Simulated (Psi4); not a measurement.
This Psi4 input (MP2/def2-TZVPPD) gives -151.34338 Eh with 114 basis functions.

```
memory 1724 MB

molecule {
0 1
O     0.01545466    0.72381182   -0.07020381
O    -0.01124373   -0.72607760   -0.04190313
H     0.80569804    0.89668240    0.46138431
H    -0.83938551   -0.87855617    0.43547118
}

set {
  basis def2-tzvppd
  scf_type df
  freeze_core true
}

energy('mp2')
print_variables()
```

Change:
```diff
- basis def2-tzvppd
+ basis 6-31g**
```

Task: What does the run give now?

Result: -151.15149 Eh (MP2/6-31G**, 40 functions), a change of +191.89 mEh.
